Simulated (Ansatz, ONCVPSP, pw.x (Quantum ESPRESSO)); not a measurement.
iridium (Ir): one change to the ONCV potential, in the atom and in the fcc crystal

```
Element                 : iridium (Ir)
Generator               : ONCVPSP 4.0.1.1 (patched build)
Type                    : optimised norm-conserving Vanderbilt (ONCV)
Functional              : LDA (Perdew-Wang 92)
Relativity              : scalar-relativistic
Frozen core             : [Kr] 4d10 4f14
Valence charge          : 17
Reference configuration : 5s2 5p6 5d7 6s2
Partial waves           : 5s+6s: rc 1.40 bohr, ncon 4, nbas 8, qcut 7.2 1/bohr, 2 projectors; 5p: rc 1.95 bohr, ncon 3, nbas 7, qcut 8.4 1/bohr, 2 projectors, debl 1.6 Ha; 5d: rc 1.50 bohr, ncon 4, nbas 8, qcut 6.1 1/bohr, 2 projectors, debl 2 Ha
Local potential         : polynomial inside 1.25 bohr (lpopt 4, dvloc0 6 Ha)
Core correction         : none
```

In the p channel the program set the typed energies aside and used -2.018, 0.250 Ha.

Change: local potential polynomial inside 0.96 bohr (lpopt 4, dvloc0 6 Ha).

Cutoffs, loose and tight: the cutoffs (Ha) at which the residual kinetic energy of the hardest occupied pseudo-wave falls to 1 and 0.1 mHa per electron. They do not see the model core or the augmentation charge, which bear on the density cutoff. Test errors are all-electron minus pseudo excitation energies from the reference, over the configurations 5s2 5p6 5d7 6s1; 5s2 5p6 5d7 6s0; 5s2 5p6 5d6 6s0; 5s2 5p6 5d7 6s1 6p1; variants that change the core or the reference have their own tests.

Crystal test: fcc Ir in pw.x 7.5, no spin, 15³ k-points, Fermi–Dirac smearing 0.01 Ry, cutoffs set for each file from its atomic test. The reference is all-electron LAPW (Ansatz 0.2.0) with the same functional, mesh and smearing; V0 and B0 come from Birch–Murnaghan fits to the pressures at five volumes. Errors are pseudo minus all-electron; Δ is the rms difference of the E(V) curves that follow from these fits, minima aligned, over ±6 % about the mean V0. Mesh and smearing are coarse, so the numbers serve the comparison and aren't converged zero-temperature values; the lattice is a test structure that the element need not adopt.

All-electron: a0 = 3.812 Å (V0 = 13.85 Å³/atom), B0 = 402.4 GPa.

Task: Does the change bring the crystal closer to the all-electron result?

Result: The mean pressure error goes from -2.55 to -4.71 GPa, so the change moves the solid further from the all-electron pressures.

| quantity | base | changed |
| --- | --- | --- |
| outcome (atom) | generated, projector energies reset by the program | generated, projector energies reset by the program |
| cutoff, loose (atom) | 24 Ha | 24 Ha |
| cutoff, tight (atom) | 61 Ha | 61 Ha |
| bound ghosts (atom) | none | none |
| largest test error (meV) (atom) | -15 | -15 |
| cutoffs in pw.x (Ry) | 140/560 | 140/560 |
| a0 (Å) | 3.804 | 3.797 |
| a0 error (%) | -0.21 | -0.40 |
| B0 error (%) | +0.5 | +0.9 |
| Δ (meV/atom) | 7.9 | 14.7 |
| mean pressure error (GPa) | -2.55 | -4.71 |
